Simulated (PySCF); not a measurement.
Cartesian coordinates in Å; atom numbers follow the order of the lines, from 1:
```xyz
14

C    -0.037    1.355   -0.574
N     0.031    0.092    0.211
C     1.236   -0.711   -0.135
C    -1.220   -0.705    0.088
H     0.885    1.928   -0.417
H    -0.143    1.102   -1.637
H    -0.904    1.940   -0.242
H     0.122    0.357    1.199
H     2.133   -0.100    0.017
H     1.165   -1.013   -1.188
H     1.272   -1.601    0.506
H    -1.145   -1.595    0.725
H    -2.072   -0.089    0.401
H    -1.343   -1.006   -0.960
```

Total charge +1.

Geometry: PBE0-D3(BJ)/def2-SVP; GIAO shifts from PySCF 2.14.0 with density-fitted response routines, gas phase, non-relativistic, averaged over equivalent atoms.

At PBE0/pcSseg-1 (118 basis functions, 13 s wall time on 1 thread of an Arm Neoverse V1, shared host):
| atoms | δ (ppm) |
| --- | --- |
| C1/C3/C4 | 47.7 |
| N2 | 63.5 |
| H8 | 4.06 |
| H5/H6/H7/H9/H10/H11/H12/H13/H14 | 3.10 |

δ = σ(ref) − σ, references computed at the same level: 13C (σref 184.41), 1H (σref 31.27) vs TMS; 15N (σref 265.67) vs NH3.

Estimate the result of repeating the calculation with KT2/pcSseg-2.

Results:


```json
{"atoms": "C1/C3/C4", "δ at KT2/pcSseg-2": "50.1", "change": "+2.4"}
{"atoms": "N2", "δ at KT2/pcSseg-2": "67.9", "change": "+4.4"}
{"atoms": "H8", "δ at KT2/pcSseg-2": "4.74", "change": "+0.68"}
{"atoms": "H5/H6/H7/H9/H10/H11/H12/H13/H14", "δ at KT2/pcSseg-2": "3.08", "change": "-0.02"}
```

Shifts are taken against calculated references (same method and geometry level): 13C (σref 182.28), 1H (σref 31.18) against TMS; NH3 for 15N (σref 260.12).

The largest change is at N2 (ammonium nitrogen). Cost: 284 basis functions, 52 s wall time on 1 thread of an Arm Neoverse V1, shared host.

Experimental scales use liquid or dissolved standards, which lie at an offset from isolated NH3 (liquid NH3: subtract about 20 ppm).
